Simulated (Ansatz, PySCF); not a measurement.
System: C₃H₅, charge 0, doublet. C3H5 (SMILES [CH2]C=C, doublet).
B3LYP-D3(BJ)/def2-TZVP minimum from Ansatz (an electronic-structure program):
```
C
C 1 1.3797
C 1 1.3797 2 124.97
H 3 1.0806 1 121.50 2 180.00
H 2 1.0806 1 121.50 3 180.00
H 3 1.0830 4 117.52 1 180.00
H 2 1.0830 5 117.52 1 180.00
H 1 1.0865 2 117.52 5 0.00
```
Charge 0, spin multiplicity 2.

Atomisation energy term by term, kcal/mol (programs: Ansatz). Radicals and triplets start from unrestricted determinants; spin-orbit coupling is neglected. Cores are frozen in correlated methods. Rows without X2C or -DK are non-relativistic. CBS(X,Y): correlation extrapolated as X^-3, Hartree-Fock from the larger set. A bracket is a step between two methods taken in the basis named. '+ core + X2C': CCSD(T) terms for core correlation (cc-pwCVTZ) and scalar relativity (cc-pVTZ-DK). Where a partner has so few electrons that a lower coupled-cluster level is exact, that level stands in. The UHF reference of C3H5 ([CH2]C=C, doublet) is spin-contaminated (<S^2> up to 0.20 over the pure value in the sets run).

| term | basis | kcal/mol |
|---|---|---|
| Hartree-Fock | cc-pVQZ | 589.43 |
| CCSD correlation | CBS(cc-pVTZ,cc-pVQZ) | 163.73 |
| (T) | CBS(cc-pVTZ,cc-pVQZ) | 10.39 |
| CCSDT(Q) - CCSD(T) | cc-pVDZ | 0.90 |
| core correlation | cc-pwCVTZ | 3.31 |
| scalar relativity | X2C, cc-pVTZ-DK | -0.50 |
| minus zero-point energy | Hessian by PySCF at B3LYP-D3(BJ)/def2-TZVP | -41.44 |
| sum: D0 |  | 725.8 |
